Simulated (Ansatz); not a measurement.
Born–Oppenheimer molecular dynamics of CH4AlS (7 atoms, charge 1, multiplicity 1). It starts from a relaxed structure.

Level of theory: RKS PBE/6-31G* (Ansatz 0.2.0).

```yaml
ensemble: NVT, Nosé–Hoover chain
time_step: 0.5 fs
steps_asked: 166
set_temperature: 300 K
thermostat: time constant 20 fs, chain length 5
masses: H 10 u
seed: 575759
```

First frame:

```xyz
7
Properties=species:S:1:pos:R:3
C -1.407 0.132 -0.578
S -0.034 -0.517 -1.202
Al 1.541 -0.159 0.599
H -2.322 0.112 -1.187
H -1.465 0.588 0.422
H 0.731 0.570 1.746
H 2.956 -0.726 0.200
```

Question: How far do the bonds stretch over the last three quarters of this one trajectory? (Pairs bonded in most of those frames.)

Answer: 
```tsv
bond	mean (Å)	spread (Å)	shortest	longest
C1–S2	1.644	0.036	1.59	1.71
C1–H4	1.100	0.026	1.05	1.15
C1–H5	1.104	0.030	1.05	1.16
S2–Al3	2.433	0.023	2.41	2.48
Al3–H6	1.581	0.017	1.55	1.60
Al3–H7	1.585	0.023	1.55	1.62
```

Mean temperature of the second half: 307 K. The conserved energy stayed within 0.041 meV per atom of its start (net change 0.038 meV per atom), so the integration is sound. A run of 0.083 ps of so small a system gives no equilibrium averages.

Time of the run: 3 min on 1 thread of Arm Neoverse V1, with other jobs on the host, peak memory 0.087 GiB.
